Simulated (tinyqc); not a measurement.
Inside a calculation. Method: harmonic frequencies on the RHF/sto-6g surface (energies and gradients from PySCF), for HF, spin multiplicity 1. One step of it, computed by the program tinyqc.

Task: Normal modes. Diagonalise H_ij / sqrt(m_i m_j); the 5 smallest eigenvalues belong to translations and rotations; wavenumber = sqrt(eigenvalue / 1822.888) x 219474.63; each mode has its largest component positive (the first on a tie); zero-point energy = sum of wavenumbers / 2, with 349.755 1/cm per kcal/mol.

Hessian (symmetrised) (hartree/bohr^2), lower triangle:
```
             1Fx          1Fy          1Fz         2Hx         2Hy         2Hz
1Fx   0.00001850
1Fy   0.00000000   0.00001850
1Fz   0.00000000   0.00000000   0.70494066
2Hx  -0.00001850   0.00000000   0.00000000  0.00001850
2Hy   0.00000000  -0.00001850   0.00000000  0.00000000  0.00001850
2Hz   0.00000000   0.00000000  -0.70494066  0.00000000  0.00000000  0.70494066
```

masses (u): 1F 18.998403, 2H 1.007825

Give: eigenvalues of the mass-weighted Hessian; harmonic wavenumbers of the vibrations; mass-weighted modes; zero-point energy.

Result:

eigenvalues of the mass-weighted Hessian (hartree/(bohr^2 u)): 0.0000  0.0000  0.0000  0.0000  0.0000  0.7366

harmonic wavenumbers of the vibrations (1/cm): 4411.8

mass-weighted modes:
```
      mode 1
1Fx   0.0000
1Fy   0.0000
1Fz  -0.2244
2Hx   0.0000
2Hy   0.0000
2Hz   0.9745
```

zero-point energy = 6.3069 kcal/mol
